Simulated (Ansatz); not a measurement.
A made-up structure of Si2H3 (charge -1), singlet:

```xyz
5
angstrom
Si -1.4617 0.8905 -0.0480
Si 0.5505 0.0604 0.1631
H -0.2200 -0.0310 1.3524
H 1.0965 -1.3002 -0.1949
H 1.7344 0.8001 0.7343
```

It is relaxed with PBE-D4/def2-SVPD and then PBE0-D4/def2-TZVPD (Ansatz 0.2.0). Atoms count as bonded within 1.22 times the sum of their covalent radii (H–H: 0.88 Å). The end point is not checked to be a true minimum.

(1) Does its bonding change? (A judgement: the text doesn't fix the answer.)

## Answers

(1) Computed: Yes. Formed: Si1–H3; broken: Si2–H3.

Where it ends: The first stage lowers the energy by 1.62 eV in 19 steps. It ends as Si₂H₃ ([SiH][SiH2]), total charge -1:
```
5
angstrom
Si -1.3593 0.2634 0.2919
Si 0.7716 -0.2074 0.1520
H -1.0383 1.2338 1.4460
H 1.3797 -1.1767 -0.8306
H 1.9460 0.3067 0.9477
```

Labels in which every atom is bracketed show which atoms are joined, not bond orders.

For scale, one of the runs: PBE0-D4/def2-TZVPD relaxation, 113 basis functions, launched by `ansatz run in.yaml --threads 2 --pin off --events-out ev --progress --plain --max-ram 4352MiB`. Hardware: 2 CPU threads of an Arm Neoverse V2, shared host. Wall time about 7 s.
